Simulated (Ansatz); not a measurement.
Relaxation of AlBH5S (8 atoms, charge 1, multiplicity 1), to a largest force component of 0.015 eV/Å in at most 40 steps.

Level of theory: Ansatz 0.2.0, RKS revPBE/def2-SVP.

```xyz
8
Properties=species:S:1:pos:R:3:forces:R:3
B -1.229 1.099 -1.236 -0.24 0.06 -0.35
Al -0.044 0.579 0.351 0.51 -0.13 0.75
S 0.298 2.292 2.134 -0.58 1.06 -0.30
H -1.390 0.339 -2.121 -0.07 -0.62 -0.64
H -1.769 2.140 -1.307 -0.41 0.87 0.01
H 0.854 -0.399 1.138 0.31 -0.72 0.01
H 0.033 1.462 3.158 -0.14 -0.42 0.48
H 1.623 2.094 2.244 0.63 -0.10 0.03
```

Question: Where does it end, and by what steps?

Answer: It converged. Limits of this set-up: the dipole of an ion depends on the origin. After 34 steps the energy has fallen by 0.354 eV; H7 moved furthest, 1.74 Å.

```csv
step,energy less start (eV),largest force component (eV/Å),accepted
0,0.0000,1.062,yes
2,-0.2093,0.247,yes
4,-0.2199,0.039,yes
6,-0.2210,0.019,yes
8,-0.2237,0.181,yes
10,-0.2313,0.472,yes
12,-0.2818,0.153,yes
14,-0.2928,0.068,yes
16,-0.3079,0.079,yes
18,-0.3113,0.068,yes
20,-0.3133,0.194,yes
22,-0.3217,0.133,yes
24,-0.3270,0.053,yes
26,-0.3313,0.442,yes
28,-0.3504,0.064,yes
30,-0.3526,0.027,yes
32,-0.3529,0.033,yes
34,-0.3539,0.013,yes
```

```xyz
8
Properties=species:S:1:pos:R:3
B -1.323 1.091 -1.010
Al 0.133 0.313 0.349
S 1.044 2.145 1.818
H -0.973 1.540 -2.082
H -2.499 1.089 -0.712
H 0.996 -0.914 0.859
H -0.079 2.864 2.128
H 1.077 1.478 3.012
```

Whether the end is a true minimum wasn't checked by a vibrational analysis.

Run time: 71 s on 1 thread of Arm Neoverse V1, on a shared host, peak memory 0.13 GiB.
